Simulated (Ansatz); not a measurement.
A nudged elastic band was laid between two geometries of C3H4O2 (9 atoms, charge 0, multiplicity 1).

Computed with Ansatz, RKS B3LYP/def2-SVP.

```
movable images  : 9
climbing image  : yes
spring          : 5.0 eV/Å²
optimiser       : quadratic models (default)
start path      : IDPP
force threshold : 0.05 eV/Å
iteration limit : 40
end points      : relaxed
```

Initial state:

```xyz
9
Properties=species:S:1:pos:R:3
C -0.686 -0.775 -0.316
C 0.224 0.292 0.221
O 0.938 0.056 1.390
C 0.314 1.501 -0.327
O 0.373 2.568 -0.804
H -1.251 -0.427 -1.194
H -0.115 -1.672 -0.619
H -1.409 -1.085 0.459
H 1.700 -0.503 1.173
```

Final state:

```xyz
9
Properties=species:S:1:pos:R:3
C -0.719 -0.795 -0.140
C 0.321 0.248 0.151
O 1.639 -0.144 0.360
C 0.023 1.536 0.305
O -0.251 2.663 0.457
H -0.517 -1.303 -1.101
H -0.718 -1.565 0.651
H -1.730 -0.362 -0.199
H 2.040 -0.325 -0.503
```

Problem. Which bonds break or form, and what moves?

Solution. No bond is made or broken. The dihedral H8–C1–C2–O3 goes from 55 to 175°. The two ends are copies of one structure, up to a mirror image or an exchange of like atoms.

Problem. Give the energies along the band, and the barrier.

Solution. The forces met the threshold. The highest image is number 5 of 0 to 10, 2.3 kcal/mol above the ends, which have the same energy within 2 meV. A vibrational analysis at the climbing image gives one clearly imaginary mode, 202i cm⁻¹: a first-order saddle point.

| image | path coordinate (Å) | energy (kcal/mol) | dihedral H8–C1–C2–O3 (°) |
| --- | --- | --- | --- |
| 0 | 0.00 | 0.0 | 55 |
| 1 | 0.32 | 0.2 | 65 |
| 2 | 0.65 | 0.8 | 76 |
| 3 | 0.97 | 1.5 | 88 |
| 4 | 1.30 | 2.1 | 100 |
| 5 | 1.62 | 2.3 | 112 |
| 6 | 1.95 | 2.1 | 125 |
| 7 | 2.27 | 1.5 | 138 |
| 8 | 2.60 | 0.8 | 151 |
| 9 | 2.92 | 0.2 | 163 |
| 10 | 3.25 | 0.0 | 175 |

Problem. What is the geometry of the highest image?

Solution. 
```xyz
9
Properties=species:S:1:pos:R:3:forces:R:3
C -0.729 -0.785 -0.249 0.01 0.01 0.01
C 0.278 0.255 0.193 -0.01 0.00 -0.02
O 1.455 -0.142 0.827 0.00 -0.01 0.01
C 0.062 1.564 0.098 -0.02 0.00 0.03
O -0.145 2.713 0.025 0.01 0.00 -0.02
H -0.972 -0.732 -1.323 0.00 0.00 0.00
H -0.277 -1.769 -0.052 0.00 0.00 0.00
H -1.674 -0.742 0.318 0.00 0.00 0.00
H 2.089 -0.408 0.145 0.01 0.01 0.00
```

Problem. What are the harmonic wavenumbers there?

Solution. 202i, 178, 282, 312, 393, 510, 694, 773, 973, 1026, 1203, 1267, 1378, 1404, 1447, 1475, 2225, 3020, 3088, 3123, 3751 cm⁻¹.

The run took 2.4 min on 1 thread of Arm Neoverse V1, with other jobs on the host, peak memory 0.17 GiB.
